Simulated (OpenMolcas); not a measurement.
# doublet C3H4O− at 5 levels

Wanted: a comparison of 5 runs (UB3LYP/6-31G*, U-revPBE/def2-SVPD, UB3LYP/def2-SVPD, UBLYP/def2-SVPD, UPBE0/def2-SVPD) of doublet C3H4O−. 

The calculation is run with OpenMolcas 26.06.

## 1. The structure to begin with

C3H4O−: 8 atoms, total charge -1, spin state doublet. SMILES of the parent species: `C#CCO`. The shape is that of a PBE0-D4/def2-TZVP optimisation. This is one conformer, not always the lowest. That shape belongs to the parent species and isn't relaxed for this state.

Bond lengths: C1–C2 1.200 Å, C2–C3 1.458 Å, C3–O4 1.410 Å, C1–H5 1.064 Å, C3–H6 1.099 Å, C3–H7 1.093 Å, O4–H8 0.961 Å. Angles: C1–C2–C3 178.1°, C2–C3–O4 113.4°, C2–C1–H5 179.3°, C2–C3–H6 108.8°, C2–C3–H7 109.6°, O4–C3–H6 111.4°, O4–C3–H7 106.3°, C3–O4–H8 108.1°, H6–C3–H7 107.1°.

## 2. The energy at UB3LYP/6-31G(d) (spherical functions) (run 1)

The input, input.xyz:

```xyz
8

C     -0.636000     1.383820    -1.088110
C     -0.111980     0.626580    -0.318250
C      0.516910    -0.328850     0.585990
O     -0.281560    -1.461500     0.847500
H     -1.103180     2.063540    -1.761060
H      1.495600    -0.613620     0.175390
H      0.700350     0.146860     1.552640
H     -0.580130    -1.816820     0.005890
```

The input, job.input:

```
* C3H4O Kohn-Sham DFT

&gateway
 baslib = $CurrDir
 coord = input.xyz
 basis = 6-31Gs
 group = NoSym

&seward
 gridinput
 Grid=UltraFine
 End of Grid

&scf
 uhf
 charge = -1
 spin = 2
 ksdft = B3LYP
 thresholds = 1e-10 1e-07 1e-07 1e-05
 prorbitals = 1 2
```

The basis set 6-31G* is read from a file made from the Basis Set Exchange's data (not shown).

Launch:

```
$ export MOLCAS_MEM=1860
$ pymolcas job.input > job.log
```

Output:

```text
--- Start Module: gateway ---
[...]
--- Stop Module: gateway /rc=_RC_ALL_IS_WELL_ ---
--- Start Module: seward ---
[...]
      Basis functions           64
--- Stop Module: seward /rc=_RC_ALL_IS_WELL_ ---
[...]
--- Start Module: scf ---
[...]
       Convergence after  24 Iterations
[...]
::    Total KS-DFT energy                            -191.7300272816
[...]
      Total spin, S                                     0.5013113163
[...]
      Total electronic charge=   31.000000
      Total            charge=   -1.000000
[...]
      Dipole Moment (debye):
      Origin of the operator (angstrom)=   -0.1207   -0.0610    0.0658
                   X=  8.1001E-01               Y= -2.7308E-01               Z=  2.2545E-01           Total=  8.8403E-01
      Center of Charge (angstrom)
[...]
--- Stop Module: scf /rc=_RC_ALL_IS_WELL_ ---
[...]
```

Run time: 42 s. Hardware: 1 thread of Arm Neoverse V1, shared host; peak memory 0.4 GiB.

## 3. A single-point energy at U-revPBE/def2-SVPD (run 2)

The input, geom.xyz:

```xyz
8

C     -0.636000     1.383820    -1.088110
C     -0.111980     0.626580    -0.318250
C      0.516910    -0.328850     0.585990
O     -0.281560    -1.461500     0.847500
H     -1.103180     2.063540    -1.761060
H      1.495600    -0.613620     0.175390
H      0.700350     0.146860     1.552640
H     -0.580130    -1.816820     0.005890
```

The input, run.inp:

```
* C3H4O Kohn-Sham DFT
>>> EXPORT MOLCAS_PRINT=2

&GATEWAY
  BasLib=$CurrDir
  Coord=geom.xyz
  Basis=def2-SVPD
  Group=NoSym

&SEWARD
  GridInput
  Grid=UltraFine
  End of Grid

&SCF
  UHF
  Charge=-1
  Spin=2
  KSDFT=revPBE
  Thresholds=1e-10 1e-07 1e-07 1e-05
  PrOrbitals=0
```

The basis set def2-SVPD is read from a file made from the Basis Set Exchange's data (not shown).

Launch:

```
$ export MOLCAS_MEM=1860
$ pymolcas run.inp > run.log
```

Output:

```text
--- Start Module: gateway ---
[...]
--- Stop Module: gateway /rc=_RC_ALL_IS_WELL_ ---
--- Start Module: seward ---
[...]
      Basis functions          115
--- Stop Module: seward /rc=_RC_ALL_IS_WELL_ ---
[...]
--- Start Module: scf ---
[...]
       Convergence after  23 Iterations
[...]
::    Total KS-DFT energy                            -191.6235200327
[...]
      Total spin, S                                     0.5003079378
[...]
      Total electronic charge=   31.000000
      Total            charge=   -1.000000
[...]
      Dipole Moment (debye):
      Origin of the operator (angstrom)=   -0.1207   -0.0610    0.0658
                   X=  7.3618E-01               Y=  2.9170E+00               Z=  1.9463E-01           Total=  3.0148E+00
      Center of Charge (angstrom)
[...]
--- Stop Module: scf /rc=_RC_ALL_IS_WELL_ ---
[...]
```

Wall time 1.8 min (1 thread of Arm Neoverse V1, shared host); peak memory 0.7 GiB.

Runs 3 to 4 aren't shown in full; the table further down has their settings and results.

## 4. The energy at UPBE0/def2-SVPD (run 5)

The input, test.inp:

```
* C3H4O Kohn-Sham DFT

&gateway
  baslib = $CurrDir
  coord
  8
  angstrom
  C       -0.636000       1.383820      -1.088110
  C       -0.111980       0.626580      -0.318250
  C        0.516910      -0.328850       0.585990
  O       -0.281560      -1.461500       0.847500
  H       -1.103180       2.063540      -1.761060
  H        1.495600      -0.613620       0.175390
  H        0.700350       0.146860       1.552640
  H       -0.580130      -1.816820       0.005890
  basis = def2-SVPD
  group = NoSym

&seward
  gridinput
  Grid=UltraFine
  End of Grid

&scf
  uhf
  charge = -1
  spin = 2
  ksdft = PBE0
  thresholds = 1e-10 1e-07 1e-07 1e-05
  prorbitals = 1 2
```

The basis set def2-SVPD is read from a file made from the Basis Set Exchange's data (not shown).

Launch:

```
$ export MOLCAS_MEM=1860
$ pymolcas test.inp > test.log
```

Output:

```text
--- Start Module: gateway ---
[...]
--- Stop Module: gateway /rc=_RC_ALL_IS_WELL_ ---
--- Start Module: seward ---
[...]
      Basis functions          115
--- Stop Module: seward /rc=_RC_ALL_IS_WELL_ ---
[...]
--- Start Module: scf ---
[...]
       Convergence after  26 Iterations
[...]
::    Total KS-DFT energy                            -191.4480856988
[...]
      Total spin, S                                     0.5005726068
[...]
      Total electronic charge=   31.000000
      Total            charge=   -1.000000
[...]
      Dipole Moment (debye):
      Origin of the operator (angstrom)=   -0.1207   -0.0610    0.0658
                   X=  5.8196E-01               Y=  2.9280E+00               Z=  1.7666E-01           Total=  2.9905E+00
      Center of Charge (angstrom)
[...]
--- Stop Module: scf /rc=_RC_ALL_IS_WELL_ ---
[...]
```

It took 2 min on 1 thread of Arm Neoverse V1, shared host; peak memory 0.7 GiB.

## 5. The series

```tsv
run	level	energy (Eh)	HOMO energy (eV)	LUMO energy (eV)	⟨S²⟩	wall time
1	UB3LYP/6-31G* (spherical functions)	-191.730027	5.58	7.70	0.753	42 s
2	U-revPBE/def2-SVPD	-191.623520	3.39	3.83	0.751	1.8 min
3	UB3LYP/def2-SVPD	-191.681159	2.99	4.08	0.751	1.8 min
4	UBLYP/def2-SVPD	-191.615118	3.40	3.77	0.750	1.9 min
5	UPBE0/def2-SVPD	-191.448086	2.96	4.47	0.751	2 min
```

## 6. Outcome

| quantity | value |
| --- | --- |
| run 5: total energy | -191.44809 Eh |
| run 5: HOMO energy (highest over α and β) | 2.96 eV |
| run 5: LUMO energy (lowest over α and β) | 4.47 eV |
| run 5: ⟨S²⟩ | 0.751 |

In words: Totals of different functionals can't be ranked against each other. In runs 1, 2, 3, 4, 5 the HOMO lies above zero, so the outermost electron may be held by the basis alone. All runs together took 8.2 min, the longest 2 min.
